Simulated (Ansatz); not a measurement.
Width of the whole s-p valence band (eV) along a series of related solids, from PBE-D3(BJ) (Ansatz, a quantum-chemistry and plane-wave program, PAW).

| solid | PBE-D3(BJ) |
|---|---|
| zinc-blende BAs | 15.48 |
| zinc-blende AlAs | 11.85 |
| zinc-blende GaAs | 12.64 |
| zinc-blende InAs | 11.66 |

A member of the series is missing where a level wasn't run or failed, where a doubt is noted on the run or the magnetic state, for phases of high temperature or layered ones, and where values are held back for tests.

Spin–orbit coupling is left out, also for the solids with elements from indium on (zinc-blende InAs); its size isn't shown.

Each level is taken at its own relaxed cell. Caveats: the gap of the solid is closed in this run (zinc-blende InAs). Ansatz's density-functional and Hartree–Fock values are scalar-relativistic unless marked +SOC, with PAW data made under PBE.
